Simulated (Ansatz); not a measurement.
Relaxed structures of AlBH2O, singlet (PBE0-D4/def2-TZVP; forces vanish, vibrations not checked; lower isomers may exist, and structures with a doubtful reference or unclear bonds are left out; Å). Program: Ansatz 0.2.0. Basis: def2-TZVPP. Cores are frozen in the correlated methods.

**Question.** Rank them by CCSD(T) energy, lowest first, and give each one's height above the lowest. Links in brackets join atoms within 1.22 times the sum of their covalent radii (1.1 for two metals). (Judge from chemistry; the value comes from the calculation.)
A.
AlBH₂O ([BH2][Al][O])
```
5
angstrom
O 0.5364 -1.5310 2.5366
B -0.1267 0.3615 -0.5989
Al 0.2513 -0.7181 1.1903
H -0.8565 -0.0800 -1.4325
H 0.3872 1.4209 -0.7895
```
B.
AlBH₂O ([OH][B][AlH])
```
5
angstrom
O 0.1159 -1.2751 1.9366
B 0.1747 -0.3160 1.0565
Al 0.1959 0.2323 -1.0362
H 0.1392 -1.0420 2.8718
H 0.3061 1.8469 -0.9161
```
C.
AlBH₂O ([O][B][AlH2])
```
5
angstrom
O 0.4507 -1.2862 2.1315
B 0.2358 -0.6747 1.1177
Al -0.1397 0.3984 -0.6604
H -1.1142 -0.2330 -1.7295
H 0.5675 1.7955 -0.8593
```

**Answer.** The calculation gives: C (0.0 kJ/mol), A (216.8 kJ/mol), B (232.6 kJ/mol). Heights count from the lowest.

The T1 diagnostic stays at or below 0.030. The T1 diagnostic is large here, which may signal multireference character or strong orbital relaxation, so CCSD(T) is less sure. The restricted Hartree–Fock reference is unstable towards an unrestricted one at one or more of these structures.

For scale, one of the runs: CCSD(T)/def2-TZVPP, 132 basis functions, launched by `ansatz run in.yaml --threads 2 --pin off --events-out ev --progress --plain --max-ram 4352MiB`. Time: 8.5 s of wall clock on 2 CPU threads of an Arm Neoverse V1; the host was shared. Peak host memory: 0.63 GiB.
